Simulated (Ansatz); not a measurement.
A run of Ansatz (development build ahead of 0.2.0) on doublet CH at this shape:

```yaml
atoms:
  - { symbol: C, position_ang: [0.0000, 0.0000, -0.1744] }
  - { symbol: H, position_ang: [0.0000, 0.0000, 1.0463] }
```

Its results:

```yaml
Converged: yes
Total_energy: -38.27882 hartree
Spin_squared_of_the_determinant: 1.070
```

(1) Which input gives this output? Name the method, the orbitals and the basis set, and write the input.

Results:

(1) UHF in def2-TZVP.

```yaml
crystal:
  periodic: [false, false, false]
  atoms:
    - { symbol: C, position_ang: [0.0, 0.0, -0.17438] }
    - { symbol: H, position_ang: [0.0, 0.0, 1.04629] }
basis:
  gaussian: { orbitals: def2-TZVP }
magnetization:
  spin_polarized: true
  initial_magnetization: 1
hamiltonian:
  xc: hf
```

Caution: the unrestricted determinant is spin contaminated.
